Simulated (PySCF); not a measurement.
Record of a relaxation.

Species: C₃H₅N₃.
Bonds: C1–N2, N2–C3 (aromatic), C3–N4 (aromatic), N4–C5 (aromatic), C5–N6 (aromatic), N2–N6 (aromatic). Hydrogens: H7, H8, H9 on C1; H10 on C3; H11 on C5.

Method: PBE0-D3(BJ)/def2-SVP geometry optimisation, gas phase (PySCF); density fitting, grid level 1; the optimiser is geomeTRIC in internal coordinates, started from a GFN2-xTB structure. The frame can shift and turn from step to step; on so coarse a grid that alone can change the energy by a few meV, and forces under 0.02 eV/Å are noise.

Step 0: E = -7647.6524 eV, largest atomic force 0.887 eV/Å
```
atom  x, y, z in Å  |  force x, y, z in eV/Å
C1     -1.607   -0.235   -0.043    0.116  -0.063   0.146
N2     -0.185   -0.057   -0.021    0.477  -0.126  -0.121
C3      0.536    1.074    0.075    0.322  -0.320  -0.011
N4      1.818    0.794    0.086    0.352   0.467   0.040
C5      1.841   -0.549   -0.006   -0.548   0.548   0.053
N6      0.652   -1.098   -0.071   -0.571  -0.677  -0.040
H7     -1.993   -0.368    0.971   -0.152  -0.047   0.247
H8     -2.079    0.635   -0.496   -0.140   0.232  -0.135
H9     -1.833   -1.127   -0.624   -0.068  -0.195  -0.185
H10     0.109    2.054    0.129   -0.382   0.657   0.031
H11     2.746   -1.120   -0.026    0.594  -0.476  -0.025
```

Step 1: E = -7647.6874 eV, largest atomic force 0.218 eV/Å
```
atom  x, y, z in Å  |  force x, y, z in eV/Å
C1     -1.685   -0.255   -0.009   -0.017  -0.015  -0.026
N2     -0.256   -0.080    0.007   -0.085   0.024   0.027
C3      0.463    1.057    0.098   -0.084   0.082   0.001
N4      1.748    0.779    0.140    0.010   0.021   0.001
C5      1.757   -0.571    0.076    0.165  -0.140  -0.021
N6      0.565   -1.134   -0.003    0.018   0.021  -0.001
H7     -2.073   -0.444    1.004    0.012  -0.006   0.004
H8     -2.162    0.645   -0.418    0.015  -0.005   0.018
H9     -1.923   -1.116   -0.646   -0.004   0.023  -0.006
H10     0.004    2.048    0.130    0.040  -0.061  -0.016
H11     2.671   -1.169    0.075   -0.069   0.057   0.018
```

Step 2: E = -7647.6880 eV, largest atomic force 0.149 eV/Å
```
atom  x, y, z in Å  |  force x, y, z in eV/Å
C1     -1.686   -0.257   -0.008    0.005  -0.009  -0.007
N2     -0.258   -0.079    0.006    0.063  -0.038  -0.015
C3      0.461    1.058    0.096    0.038  -0.013  -0.002
N4      1.746    0.779    0.139    0.043   0.062   0.009
C5      1.761   -0.573    0.076   -0.133   0.065  -0.015
N6      0.567   -1.131   -0.006   -0.021  -0.081   0.040
H7     -2.070   -0.456    1.004    0.004  -0.011  -0.003
H8     -2.164    0.648   -0.406    0.002   0.007   0.013
H9     -1.928   -1.110   -0.654   -0.002   0.009  -0.011
H10     0.005    2.048    0.121    0.009   0.003  -0.001
H11     2.674   -1.168    0.086   -0.006   0.007  -0.007
```

Step 3: E = -7647.6889 eV, largest atomic force 0.071 eV/Å
```
atom  x, y, z in Å  |  force x, y, z in eV/Å
C1     -1.686   -0.258   -0.008    0.010   0.000   0.011
N2     -0.258   -0.082    0.007    0.037   0.005  -0.005
C3      0.461    1.057    0.094    0.021  -0.035  -0.026
N4      1.746    0.782    0.137   -0.024  -0.020  -0.007
C5      1.759   -0.571    0.076   -0.060   0.031   0.022
N6      0.567   -1.134   -0.001    0.007   0.015   0.021
H7     -2.068   -0.466    1.003   -0.004  -0.015  -0.006
H8     -2.161    0.652   -0.396   -0.008   0.011   0.009
H9     -1.930   -1.103   -0.662   -0.003   0.000  -0.015
H10     0.004    2.046    0.113   -0.021   0.037   0.007
H11     2.672   -1.163    0.089    0.044  -0.030  -0.012
```

Step 4: E = -7647.6899 eV, largest atomic force 0.068 eV/Å
```
atom  x, y, z in Å  |  force x, y, z in eV/Å
C1     -1.685   -0.260   -0.007    0.008   0.002   0.007
N2     -0.257   -0.083    0.008   -0.026   0.016   0.019
C3      0.459    1.058    0.090    0.023  -0.045  -0.045
N4      1.745    0.783    0.133   -0.017  -0.034   0.004
C5      1.759   -0.569    0.081    0.012   0.022   0.009
N6      0.568   -1.135    0.008    0.001   0.051   0.006
H7     -2.065   -0.484    1.001   -0.002  -0.016  -0.005
H8     -2.161    0.657   -0.379   -0.005   0.007   0.009
H9     -1.931   -1.094   -0.676   -0.005  -0.001  -0.013
H10     0.003    2.047    0.102   -0.021   0.022   0.008
H11     2.673   -1.161    0.093    0.033  -0.024   0.000
```

Step 5: E = -7647.6935 eV, largest atomic force 0.290 eV/Å
```
atom  x, y, z in Å  |  force x, y, z in eV/Å
C1     -1.683   -0.273   -0.003    0.002   0.067  -0.028
N2     -0.256   -0.084    0.011   -0.081   0.013   0.087
C3      0.457    1.061    0.052   -0.091   0.127  -0.047
N4      1.743    0.797    0.111   -0.096  -0.141  -0.020
C5      1.757   -0.557    0.109    0.276  -0.087  -0.013
N6      0.571   -1.132    0.055    0.024   0.080  -0.029
H7     -2.044   -0.615    0.978    0.021  -0.015  -0.005
H8     -2.167    0.680   -0.253   -0.004  -0.007   0.005
H9     -1.943   -1.022   -0.762   -0.006  -0.003  -0.004
H10    -0.002    2.050    0.023   -0.021  -0.032   0.017
H11     2.676   -1.144    0.133   -0.024  -0.002   0.038
```

Step 6: E = -7647.6956 eV, largest atomic force 0.272 eV/Å
```
atom  x, y, z in Å  |  force x, y, z in eV/Å
C1     -1.679   -0.282   -0.001   -0.015   0.032  -0.034
N2     -0.254   -0.090    0.015   -0.207   0.034   0.134
C3      0.447    1.063    0.016    0.030  -0.040  -0.079
N4      1.735    0.806    0.082    0.002  -0.095   0.015
C5      1.760   -0.548    0.130    0.271   0.016  -0.011
N6      0.578   -1.132    0.097   -0.036   0.127  -0.054
H7     -2.018   -0.736    0.942    0.015  -0.011  -0.009
H8     -2.166    0.694   -0.127   -0.006  -0.014  -0.005
H9     -1.959   -0.938   -0.836   -0.013  -0.011   0.000
H10    -0.019    2.047   -0.047   -0.018  -0.041   0.019
H11     2.684   -1.125    0.182   -0.024   0.003   0.024
```

Step 7: E = -7647.6975 eV, largest atomic force 0.124 eV/Å
```
atom  x, y, z in Å  |  force x, y, z in eV/Å
C1     -1.680   -0.284   -0.002   -0.008   0.016  -0.018
N2     -0.256   -0.088    0.021   -0.047   0.006   0.115
C3      0.447    1.064    0.010    0.009   0.007  -0.085
N4      1.736    0.808    0.072   -0.003  -0.038   0.032
C5      1.764   -0.545    0.133    0.088   0.026  -0.012
N6      0.579   -1.127    0.109   -0.024   0.017  -0.050
H7     -2.014   -0.761    0.931   -0.001  -0.009  -0.003
H8     -2.173    0.692   -0.105    0.005  -0.006  -0.003
H9     -1.960   -0.923   -0.850    0.001  -0.004   0.003
H10    -0.020    2.046   -0.057   -0.005  -0.018   0.009
H11     2.686   -1.123    0.193   -0.016   0.002   0.011
```

Step 8: E = -7647.6979 eV, largest atomic force 0.061 eV/Å
```
atom  x, y, z in Å  |  force x, y, z in eV/Å
C1     -1.680   -0.285    0.000   -0.001  -0.015  -0.030
N2     -0.256   -0.086    0.029    0.021  -0.005  -0.027
C3      0.447    1.065   -0.003    0.002  -0.011   0.060
N4      1.735    0.810    0.070    0.019   0.022  -0.052
C5      1.766   -0.541    0.136   -0.041   0.013   0.004
N6      0.581   -1.124    0.113   -0.010  -0.016   0.039
H7     -2.011   -0.789    0.919   -0.004   0.001   0.004
H8     -2.177    0.690   -0.078    0.006   0.002   0.002
H9     -1.959   -0.905   -0.864    0.001   0.002   0.002
H10    -0.025    2.045   -0.073    0.006   0.004   0.005
H11     2.687   -1.120    0.206    0.001   0.003  -0.006
```

Step 9: E = -7647.6983 eV, largest atomic force 0.039 eV/Å
```
atom  x, y, z in Å  |  force x, y, z in eV/Å
C1     -1.680   -0.287   -0.001   -0.002  -0.001  -0.012
N2     -0.257   -0.086    0.033    0.032  -0.010   0.021
C3      0.446    1.065   -0.003   -0.005   0.004  -0.011
N4      1.735    0.811    0.060    0.001   0.013   0.005
C5      1.767   -0.540    0.138   -0.037   0.002  -0.007
N6      0.581   -1.123    0.124    0.005  -0.020   0.007
H7     -2.012   -0.800    0.913    0.001   0.003   0.001
H8     -2.177    0.689   -0.070   -0.004   0.002   0.000
H9     -1.957   -0.898   -0.871    0.004   0.001   0.000
H10    -0.026    2.045   -0.076    0.003   0.007   0.001
H11     2.688   -1.117    0.207    0.003   0.000  -0.005
```

Step 10: E = -7647.6984 eV, largest atomic force 0.028 eV/Å
```
atom  x, y, z in Å  |  force x, y, z in eV/Å
C1     -1.680   -0.287   -0.001    0.001  -0.004  -0.004
N2     -0.257   -0.087    0.037    0.012  -0.001   0.025
C3      0.445    1.065   -0.002    0.001  -0.003  -0.009
N4      1.735    0.812    0.060    0.005   0.009  -0.009
C5      1.767   -0.539    0.137   -0.023   0.004   0.016
N6      0.582   -1.123    0.129    0.001  -0.011  -0.021
H7     -2.015   -0.800    0.912   -0.001   0.001   0.000
H8     -2.177    0.689   -0.072    0.000   0.000   0.000
H9     -1.954   -0.898   -0.873    0.002   0.000   0.000
H10    -0.026    2.045   -0.076    0.001   0.003   0.001
H11     2.689   -1.116    0.204    0.001   0.000   0.001
```

Step 11: E = -7647.6984 eV, largest atomic force under 0.02 eV/Å
```
atom  x, y, z in Å  |  force x, y, z in eV/Å
C1     -1.680   -0.289   -0.001    0.001  -0.003   0.002
N2     -0.257   -0.087    0.041   -0.010   0.010   0.000
C3      0.445    1.065   -0.003   -0.002  -0.003  -0.009
N4      1.734    0.813    0.056   -0.002  -0.001   0.013
C5      1.766   -0.537    0.139    0.011  -0.009  -0.011
N6      0.582   -1.122    0.132    0.002   0.009   0.004
H7     -2.016   -0.804    0.909   -0.002   0.000   0.000
H8     -2.177    0.687   -0.070    0.003  -0.002   0.000
H9     -1.951   -0.897   -0.876   -0.001   0.000   0.000
H10    -0.028    2.045   -0.078   -0.001  -0.002  -0.001
H11     2.689   -1.114    0.205    0.000   0.001   0.002
```

Task: Summarise the path.

Result: The energy falls by 0.0460 eV from step 0 to step 11; nine tenths of that is first reached at step 6. It falls at every step. The largest force goes from 0.887 to under 0.02 eV/Å. Among the bonds C5–H11 changes most (a near tie, within 0.001 Å, with another), from 1.070 to 1.090 Å; the atoms move by 0.240 Å rms after alignment.

Task: Follow the three bonds and two angles with the largest change from start to end.

Result: 
```csv
step,E above end (eV),largest force (eV/Å),C5–H11 (Å),C3–H10 (Å),C1–H9 (Å),N2–C1–H9 (°),N6–C5–H11 (°)
0,0.0460,0.887,1.070,1.071,1.089,108.5,122.9
1,0.0110,0.218,1.092,1.092,1.097,108.5,121.5
2,0.0104,0.149,1.090,1.090,1.097,108.7,121.8
3,0.0095,0.071,1.088,1.089,1.097,108.8,121.7
4,0.0085,0.068,1.089,1.089,1.097,108.8,121.7
5,0.0050,0.290,1.091,1.091,1.098,109.3,121.6
6,0.0028,0.272,1.091,1.091,1.098,109.9,121.7
7,0.0009,0.124,1.090,1.091,1.099,110.1,121.7
8,0.0005,0.061,1.090,1.090,1.099,110.2,121.7
9,0.0001,0.039,1.090,1.090,1.099,110.2,121.7
10,0.0000,0.028,1.090,1.090,1.099,110.2,121.7
11,0.0000,under 0.02,1.090,1.090,1.099,110.2,121.7
```

The cost below is that of the whole optimisation. On Arm Neoverse V1, one thread, shared host, this took 46 s of wall time and 0.46 GiB of memory at its peak.
